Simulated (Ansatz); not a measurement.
# AlH (triplet): from Hartree-Fock to the top rungs, def2-QZVPP

One table from this session's results is given with a row withheld; the runs are named, their logs left out.

Program: Ansatz 0.2.0, Gaussian basis. Level of theory: def2-QZVPP, core rule «outside noble gas», up to 5 orbitals frozen. These are calculated values, not measurements.

The runs, in order: UHF; ROHF; CCSD(T) on UHF.

2 further runs of the same task are left out: 2 set aside as unsound or not needed.

### The geometry

The geometry is a PBE0/def2-TZVP stationary point (not a proven minimum).

2 atoms, charge 0, spin multiplicity 3.

Atoms are counted from 1 here; the program's logs count them from 0.

Bond lengths: Al1–H2 1.605 Å.

Set-up of the first run:

Input file in.yaml:

```yaml
crystal:
  periodic: [false, false, false]
  atoms:
    - {symbol: Al, position_ang: [0.000000, 0.000000, 0.000000]}
    - {symbol: H, position_ang: [0.000000, 0.000000, 1.604550]}
basis:
  gaussian: {orbitals: "def2-QZVPP.json"}
magnetization: {spin_polarized: true, initial_magnetization: 2}
hamiltonian: {xc: hf}
output: {orbitals: {seedname: orbitals}}
```

Command:

```bash
$ ansatz run in.yaml --threads 1 --pin off --events-out ev --progress --plain --max-ram 2393MiB
```

Steps of the session up to this table: UHF; ROHF; CCSD(T) on UHF.

One of the session's tables, all rows but one given; the rest of the session is left out.

```
  method  from UCCSD(T) (meV)
    ROHF              +1673.6
     UHF              +1629.4
    UMP2               +411.5
   UCCSD                    ?
UCCSD(T)                    0
```

Q: Estimate the row for UCCSD from the others.

As computed: from UCCSD(T) (meV): +44.1. In the column «from UCCSD(T) (meV)» it lies between UCCSD(T) (0) and UMP2 (+411.5).
